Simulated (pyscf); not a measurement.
# Four-centre exchange: `[OH][Pb][OH]` [singlet] + `[H][H]` -> `[OH][PbH]` [singlet] + `[OH2]`

Gas phase, singlet surface, charge 0. Bonds broken: Pb1–O2, H6–H7. Bonds formed: Pb1–H6, O2–H7. Structures and frequencies: ωB97X-D3(BJ)/def2-SVP in PySCF.

Transition state (Å):

```xyz
7

Pb     0.2491    -0.1672     0.8912
O     -1.5471     0.8219    -0.1706
O     -0.2333    -1.9842    -0.0062
H     -1.9334     1.6192     0.2158
H     -0.8782    -1.8790    -0.7188
H      0.5134     1.0060    -1.0317
H     -0.4553     1.0798    -0.8304
```

One imaginary mode, 1274i cm⁻¹; descent along it reached the two sides named, in the forms told below.

| bond | change | reactant side (Å) | saddle | product side |
|---|---|---|---|---|
| Pb1–O2 | breaks | 2.114 | 2.309 | 2.584 |
| H6–H7 | breaks | 0.763 | 0.992 | 2.6 |
| Pb1–H6 | forms | 4.3 | 2.268 | 1.882 |
| O2–H7 | forms | 2.383 | 1.301 | 0.966 |

Electronic energies relative to the separated reactants (kcal/mol):

```csv
level,barrier,reaction energy,reverse barrier
ωB97X-D3(BJ)/def2-TZVP,20.4,+14.2,6.1
PBE/def2-TZVP,17.1,+14.5,2.6
r²SCAN/def2-TZVP,18.2,+15.4,2.8
B3LYP-D3(BJ)/def2-TZVP,20.0,+14.3,5.7
PBE0-D3(BJ)/def2-TZVP,17.7,+11.8,5.9
M06-2X/def2-TZVP,21.9,+15.5,6.5
ωB97M-D3(BJ)/def2-TZVP,20.9,+12.1,8.8
HF/def2-TZVP,31.2,+6.9,24.3
```

With ωB97M-D3(BJ)/def2-TZVP energies and thermal terms (ideal gas, 1 atm, RRHO with modes under 100 cm⁻¹ raised to 100, one conformer, R ln 2 for chiral ones without a mode under 150 cm⁻¹), in kcal/mol:

| T (K) | ΔH‡ | ΔG‡ | ΔH | ΔG |
|---|---|---|---|---|
| 298 | 21.5 | 29.6 | +14.2 | +12.1 |
| 600 | 20.5 | 38.2 | +13.0 | +10.5 |
| 900 | 20.3 | 47.2 | +12.2 | +9.4 |
| 1200 | 20.5 | 56.1 | +11.5 | +8.6 |

On the product side the descent ends in a bound adduct, 11.3 kcal/mol under the separated species and 17.4 kcal/mol under the saddle at ωB97X-D3(BJ)/def2-TZVP. At the saddle there is also a short H–Pb contact that neither side keeps. One saddle was located; it need not be the lowest between these sides. Elements past Kr carry the def2 core potentials, without spin-orbit coupling.
